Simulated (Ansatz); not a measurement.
`F/C=C(\F)CF` → `F/C=C/F` + `[CH]F` at 600 K and 1 bar (formal loss of a carbene).

Gas-phase electronic energies from Ansatz, PBE0-D4/def2-TZVP geometries. CBS: MP2 limit from def2 TZ/QZ plus the TZ coupled-cluster correction, frozen cores. This one scheme is used for every species. Double bonds are as drawn, so ΔE can hold a change between cis and trans. One conformer a species, not always the lowest.

| species | CCSD(T)/CBS energy (Eh) | H − E (kJ/mol) | S (J/(mol·K)) |
| --- | --- | --- | --- |
| `F/C=C(\F)CF` | -415.28050 | 205.3 | 402.5 |
| `F/C=C/F` | -276.83639 | 132.3 | 318.2 |
| `[CH]F` | -138.29972 | 54.0 | 249.2 |

H − E and S are ideal-gas, rigid-rotor, harmonic terms from PBE0-D4/def2-TZVP, for one conformer and one mirror image of each species. 1 Eh = 2625.50 kJ/mol, R = 8.31446 J/(mol·K).

Problem. By hand: ΔE, ΔH, ΔS and ΔG.

Solution. ΔE = (-276.83639) + (-138.29972) − (-415.28050) = 0.14439 Eh = 379.1 kJ/mol. Δ(H − E) = 132.3 + 54.0 − 205.3 = -19.0, so ΔH = 360.1 kJ/mol. ΔS = 318.2 + 249.2 − 402.5 = 164.9 J/(mol·K). ΔG = 360.1 − 600 × (164.9)/1000 = 261.2 kJ/mol.

Problem. By hand: the equilibrium constant, and the temperature at which ΔG would vanish if ΔH and ΔS stayed fixed.

Solution. log₁₀ K = −ΔG/(RT ln 10) = -22.7. ΔG = 0 at ΔH/ΔS = 2184 K.

The number of gas molecules changes by +1, which sets the sign of ΔS. A doubt of 5 kJ/mol in ΔE shifts log₁₀ K by 0.4 here. Other conformers and mirror images would add mixing entropy, several J/(mol·K) or more a flexible species. These are equilibria of isolated gas molecules and say nothing of rates. Largest T1 diagnostic: 0.018 (customary marks: 0.02 for closed shells, 0.045 for open ones).
